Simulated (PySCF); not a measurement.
Gas-phase reaction: 5 HSiNH2 = 2 SiN + 3 SiH4 + 3 NH

Computed with PySCF (xtb for GFN2) and rigid-rotor harmonic-oscillator thermochemistry at 1 bar. † marks an energy on the PBE0/def2-TZVP geometry and frequencies; other levels use their own. Open shells (unrestricted): SiN (multiplicity 2), NH (multiplicity 3); the rest are closed-shell singlets. GFN2 has no spin-polarisation term. HSiNH2: computed as isolated molecules; such fragments, hydroxides, amides, oligomers or adducts are transient or little studied in the gas. The harmonic model lacks anharmonicity and excited electronic states, which grow with temperature; levels with a mode under 35 cm⁻¹ are left out. Internal rotation in HSiNH2 is treated as a harmonic vibration of one conformer, which makes the entropy rough.

```json
[
 {"level": "BLYP/def2-TZVP†", "ΔE electronic, kJ": "1599", "ΔH°(298 K), kJ": "1496", "ΔS°(298 K), J/K": "364", "ΔG°(2500 K), kJ": "563"},
 {"level": "GFN2-xTB", "ΔE electronic, kJ": "1805", "ΔH°(298 K), kJ": "1724", "ΔS°(298 K), J/K": "341", "ΔG°(2500 K), kJ": "873"},
 {"level": "M06-2X/def2-TZVP†", "ΔE electronic, kJ": "1731", "ΔH°(298 K), kJ": "1628", "ΔS°(298 K), J/K": "364", "ΔG°(2500 K), kJ": "695"},
 {"level": "PBE/def2-TZVP†", "ΔE electronic, kJ": "1696", "ΔH°(298 K), kJ": "1593", "ΔS°(298 K), J/K": "364", "ΔG°(2500 K), kJ": "661"},
 {"level": "PBE0/def2-QZVP†", "ΔE electronic, kJ": "1685", "ΔH°(298 K), kJ": "1582", "ΔS°(298 K), J/K": "364", "ΔG°(2500 K), kJ": "649"},
 {"level": "PBE0/def2-SVP†", "ΔE electronic, kJ": "1689", "ΔH°(298 K), kJ": "1586", "ΔS°(298 K), J/K": "364", "ΔG°(2500 K), kJ": "653"},
 {"level": "PBE0/def2-TZVP", "ΔE electronic, kJ": "1670", "ΔH°(298 K), kJ": "1567", "ΔS°(298 K), J/K": "364", "ΔG°(2500 K), kJ": "634"},
 {"level": "ωB97X-V/def2-TZVP†", "ΔE electronic, kJ": "1685", "ΔH°(298 K), kJ": "1582", "ΔS°(298 K), J/K": "364", "ΔG°(2500 K), kJ": "650"}
]
```
ΔH° is lowest at BLYP/def2-TZVP† and highest at GFN2-xTB. No reference value is set beside these.
